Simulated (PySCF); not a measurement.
**N2H4: core ionisation energies**

Compound: N2H4.
SMILES with atom numbers: `[NH2:1][NH2:2]`

Level of theory: delta-SCF UKS SCAN, pcX-2 on the ionised atom, pcseg-1 elsewhere, spin-free X2C in PySCF. Binding energies are ΔSCF values: E(core-ionised, relaxed orbitals) − E(ground state) at a fixed geometry, referred to the vacuum level.

Q: What binding energy does each computed site have?

A: 
| atom(s) | environment | level | binding energy (eV) | count |
| --- | --- | --- | --- | --- |
| N1/N2 | hydrazine nitrogen | N 1s | 405.93 | 2 |

Q: Give the binding energy of N 1s of N1/N2 in hartree and in kJ/mol.

A: 405.93 eV = 14.9177 Eh = 39166 kJ/mol.

Atoms equivalent by their bonding share one computed value, that of the first of them. One conformer (not necessarily the lowest) at the PBE0-D3(BJ)/def2-SVP geometry, without solvent, vibrations or thermal averaging.

Shape of the structure used: `[NH2:1][NH2:2]`: H–N1–N2–H 150°, H–N1–N2–H -90°.
